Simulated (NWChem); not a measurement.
**B3LYP/pcseg-0 run of CClF3 (SMILES FC(F)(F)Cl)**

Aim: the vertical ionisation energy of CClF3 at B3LYP/pcseg-0, from 2 runs. 

Program for the calculation: NWChem 7.3.0.

## (1) The structure to begin with

CClF3 has 5 atoms, charge 0, and is taken as a singlet. SMILES: `FC(F)(F)Cl`. The coordinates come from a PBE0-D4/def2-TZVP relaxation.

Bond lengths: F1–C2 1.322 Å, C2–F3 1.322 Å, C2–F4 1.322 Å, C2–Cl5 1.756 Å. Angles: F1–C2–F3 108.7°, F1–C2–F4 108.7°, F1–C2–Cl5 110.2°, F3–C2–F4 108.7°, F3–C2–Cl5 110.2°, F4–C2–Cl5 110.2°.

## (2) The energy at B3LYP/pcseg-0

File cclf3.xyz:

```xyz
5

F      0.213700     0.019100     1.326100
C     -0.002200    -0.082500     0.026100
F     -1.249600    -0.474600    -0.167100
F      0.811700    -0.999000    -0.468500
Cl     0.276300     1.463300    -0.758000
```

File cclf3.nw:

```
start cclf3
memory stack 880 mb heap 220 mb global 1100 mb

geometry units angstrom noautosym nocenter noautoz
  load format xyz cclf3.xyz
end

basis "ao basis" spherical bse
  * library pcseg-0
end

dft
  xc b3lyp
  grid fine
  convergence energy 1e-08
  maxiter 100
  mulliken
  print low
end

task dft energy
```

Command:

```bash
$ nwchem cclf3.nw > cclf3.out
```

What it wrote:

```text
[...]
 d= 0,ls=0.0,diis     1   -796.0534417611 -1.05D+03  4.58D-02  1.91D+00     0.6
[...]
 d= 0,ls=0.0,diis     8   -796.3034689799  6.73D-11  1.40D-06  4.69D-09     3.2
         Total DFT energy =     -796.303468979923
      One electron energy =    -1600.480962940070
           Coulomb energy =      617.892254647030
    Exchange-Corr. energy =      -64.943404061268
 Nuclear repulsion energy =      251.228643374385
[...]
      Total Density - Mulliken Population Analysis
     ---------------------------------------------
    Atom       Charge   Shell Charges
 -----------   ------   -------------------------------------------------------
    1 F    9     9.28   1.98  1.04  0.95  2.44  2.86
    2 C    6     5.23   1.98  0.89  0.07  1.37  0.91
    3 F    9     9.28   1.98  1.04  0.95  2.44  2.86
    4 F    9     9.28   1.98  1.04  0.95  2.44  2.86
    5 Cl  17    16.93   2.00  2.00  1.17  0.77  5.88  2.02  3.09
[...]
```

It took 4.2 s on 1 thread of Intel Xeon Platinum 8259CL at 2.50GHz (Skylake/Cascade Lake), shared host; peak memory 0.11 GiB.

## (3) The doublet cation

File cclf3.nw:

```
start cclf3
memory total 2200 mb
charge 1
geometry units au noautosym nocenter noautoz
  F      0.40383447     0.03609377     2.50596581
  C     -0.00415740    -0.15590241     0.04932185
  F     -2.36140177    -0.89686402    -0.31577324
  F      1.53389070    -1.88783640    -0.88533669
  Cl     0.52213133     2.76523624    -1.43241240
end
basis spherical bse
  * library pcseg-0
end
dft
  xc b3lyp
  mult 2
  grid fine
  convergence energy 1e-08
  maxiter 100
  mulliken
  print low
end
task dft energy
```

Command:

```bash
$ nwchem cclf3.nw > cclf3.out
```

What it wrote:

```text
[...]
 d= 0,ls=0.0,diis     1   -795.5266170012 -1.05D+03  2.67D-02  6.84D-01     0.8
[...]
 d= 0,ls=0.0,diis    15   -795.8126504182 -9.65D-09  2.70D-07  4.56D-10     9.0
[...]
         Total DFT energy =     -795.812650418246
      One electron energy =    -1585.228587986586
           Coulomb energy =      602.665766710437
    Exchange-Corr. energy =      -64.478454296545
 Nuclear repulsion energy =      251.228625154447
[...]
      Total Density - Mulliken Population Analysis
     ---------------------------------------------
    Atom       Charge   Shell Charges
 -----------   ------   -------------------------------------------------------
    1 F    9     9.17   1.98  1.06  0.95  2.42  2.76
    2 C    6     5.20   1.98  0.90  0.04  1.39  0.89
    3 F    9     9.16   1.98  1.06  0.94  2.42  2.75
    4 F    9     9.18   1.98  1.06  0.95  2.42  2.77
    5 Cl  17    16.29   2.00  2.00  1.28  0.67  5.88  1.97  2.49
[...]
      <S2> =      0.7511 (Exact =     0.7500)
[...]
```

It took 10 s on 1 thread of Intel Xeon Platinum 8259CL at 2.50GHz (Skylake/Cascade Lake), shared host; peak memory 0.11 GiB.

## (4) What came out

At B3LYP/pcseg-0:

```
                                          quantity          value
                       singlet CClF3: total energy  -796.30347 Eh
                      doublet cation: total energy  -795.81265 Eh
                              doublet cation: ⟨S²⟩          0.751
vertical ionisation energy (to the doublet cation)      13.356 eV
```

In words: Removing an electron at fixed nuclei costs 13.36 eV (1289 kJ/mol). Mulliken charges (singlet CClF3) run from -0.28 on F1 to +0.77 on C2. Mulliken charges (doublet cation) run from -0.18 on F4 to +0.80 on C2; they depend strongly on the basis.
